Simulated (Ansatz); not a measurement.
The input, for Ansatz 0.2.0:

```yaml
crystal:
  periodic: [false, false, false]
  atoms:
    - {symbol: B, position_ang: [0.000000, 0.000000, 0.000000]}
    - {symbol: S, position_ang: [0.000000, 0.000000, 1.509000]}
basis:
  gaussian: {orbitals: 6-31G}
total_charge: 1
magnetization: {spin_polarized: true, initial_magnetization: 2}
correlation: {method: ccsdtq, electrons: outside_noble_gas}
```

```sh
$ ansatz run in.yaml --threads 1 --pin off --events-out ev --progress --plain --max-ram 2393MiB
```

Log:

```
444 factors; integrals over basis functions are off by at most 1.3e-7 eV
mean field evaluation 1: about -11473.3601 eV, gradient 1.1e1 eV
mean field evaluation 2: about -11473.5127 eV, gradient 1.1e1 eV
mean field evaluation 4: about -11474.8122 eV, gradient 2.0e0 eV
mean field evaluation 8: about -11474.9275 eV, gradient 1.6e-1 eV
mean field evaluation 16: about -11474.9288 eV, gradient 3.4e-6 eV
mean field evaluation 32: about -11474.9288 eV, gradient 7.6e-6 eV
mean field evaluation 64: about -11472.2673 eV, gradient 6.4e-2 eV
mean field evaluation 96: about -11474.9288 eV, gradient 6.4e-3 eV
mean field -11474.92876985 eV, -421.6958543060 hartree, gradient 3.4e-6 eV, S^2 2.012497; 3 other end points of the search recorded, 0 dependent functions left out
determinant -11474.92876985 eV, -421.6958543060 hartree, with singles and doubles -11477.07934446 eV, -421.7748864649 hartree
determinant -11472.26771575 eV, -421.5980623715 hartree, with singles and doubles -11474.78837786 eV, -421.6906949954 hartree
6 core orbitals not correlated: weight in the atoms' cores, before any rotation towards them, 1.000 or more for the frozen orbitals, at most 0.000 for the correlated occupied ones
reference -11474.92876985 eV, -421.6958543060 hartree; 5, 3 occupied and 11, 13 virtual orbitals, 444 factors
second order -1.74597284 eV of doubles, -0.00000000 eV of singles
cycle   1  -1.93870090 eV  change   -1.9e-1 eV  update   7.9e-2
cycle   2  -2.11974815 eV  change   -1.8e-1 eV  update   3.6e-2
cycle   3  -2.22378861 eV  change   -1.0e-1 eV  update   2.4e-2
cycle   4  -2.24575845 eV  change   -2.2e-2 eV  update   1.1e-2
cycle   5  -2.25491456 eV  change   -9.2e-3 eV  update   6.9e-3
cycle   6  -2.25836148 eV  change   -3.4e-3 eV  update   3.0e-3
cycle   7  -2.25946009 eV  change   -1.1e-3 eV  update   1.1e-3
cycle   8  -2.25927642 eV  change    1.8e-4 eV  update   5.7e-4
cycle   9  -2.25961796 eV  change   -3.4e-4 eV  update   2.8e-4
cycle  10  -2.25949750 eV  change    1.2e-4 eV  update   1.3e-4
cycle  11  -2.25946532 eV  change    3.2e-5 eV  update   7.3e-5
cycle  12  -2.25946979 eV  change   -4.5e-6 eV  update   3.8e-5
cycle  13  -2.25948577 eV  change   -1.6e-5 eV  update   2.1e-5
cycle  14  -2.25949751 eV  change   -1.2e-5 eV  update   1.1e-5
cycle  15  -2.25950275 eV  change   -5.2e-6 eV  update   5.4e-6
cycle  16  -2.25950163 eV  change    1.1e-6 eV  update   3.1e-6
cycle  17  -2.25949863 eV  change    3.0e-6 eV  update   1.5e-6
cycle  18  -2.25949886 eV  change   -2.2e-7 eV  update   8.2e-7
cycle  19  -2.25949885 eV  change    1.2e-8 eV  update   4.8e-7
Total energy: -11477.18826870 eV, -421.7788893571 hartree
```

For the same geometry and basis full CI lies 0.5 meV higher.

Ran on 1 thread of Intel Xeon Platinum 8259CL, shared host: 27 s wall, 0.23 GiB peak host memory.
